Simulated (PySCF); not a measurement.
# SiH₂: shapes and spins compared

Aim: find the stationary points of SiH₂ from bent and linear starts in the singlet and triplet states, tell minima from saddle points, and describe the lowest.

The runs use PySCF 2.14.0; PBE0, basis Si def2-TZVP, H def2-TZVP, no relativity, density fitting.

**1. The system as given**

3 atoms, charge 0, spin multiplicity 1.

Bond lengths: Si1–H2 1.480 Å, Si1–H3 1.480 Å. Angles: H2–Si1–H3 110.0°.

```xyz
3
charge 0 multiplicity 1
Si    0.0000    0.0000   -0.0570
H     1.2123    0.0000    0.7919
H    -1.2123    0.0000    0.7919
```

**2. Bent start, singlet: relaxation**

The steps below are one call of a driver around PySCF. For each, scf.py gives the equivalent set-up of the SCF; relaxations use the driver's own optimiser. Before each start the driver seeks the lowest SCF state from one or more starting densities and follows internal instabilities, so scf.py alone need not reach the same state.

The program finds C2v symmetry in the start, which this walk keeps.

File scf.py:

```python
from pyscf import gto, scf, dft
mol = gto.M(atom='''
Si     0.000000     0.000000    -0.057050
H      1.212300    -0.000000     0.791850
H     -1.212300     0.000000     0.791850''',
    basis={'Si': 'def2-TZVP', 'H': 'def2-TZVP'},
    charge=0, spin=0)
mf = dft.RKS(mol, xc='PBE0')
mf.grids.atom_grid = (50, 194)
aux = {'Si': 'def2-universal-JKFIT', 'H': 'def2-universal-JKFIT'}
mf = mf.density_fit(auxbasis=aux)
mf.kernel()
```

The runs that follow: Is it a minimum? Harmonic modes; Bent start, triplet: relaxation; Is it a minimum? Harmonic modes; Linear start, singlet: relaxation; Vibrations and properties at this point; Leaving the saddle point; Relaxation: linear start, triplet; Is it a minimum? Harmonic modes; Downhill along the imaginary mode.

Q: Predict the outcome of this session. Wanted: lowest minimum; geometry; wavenumbers; dipole moment; highest occupied, lowest empty level; polar-tensor charge of Si1; zero-point energy; atomisation energy.

The runs gave:

| quantity | value |
| --- | --- |
| lowest minimum | singlet, C2v |
| geometry | Si–H 1.526 Å (×2); H–Si–H 91.2° |
| wavenumbers (cm⁻¹) | 1011 (a1), 2047 (a1), 2052 (b2) |
| dipole moment | 0.17 D |
| highest occupied, lowest empty level | -6.87, -3.10 eV |
| polar-tensor charge of Si1 | +0.39 e |
| zero-point energy | 30.6 kJ/mol |
| entropy at 298.15 K | 207.5 J/(mol K) |
| atomisation energy (no zero-point energy) | 616 kJ/mol |

The lowest minimum found is the singlet of C2v symmetry; the next, a triplet of C2v symmetry, lies 62.8 kJ/mol higher. In the infrared the band at 2052 cm⁻¹ (b2, stretch) leads. A search over typed starts can miss a lower isomer.
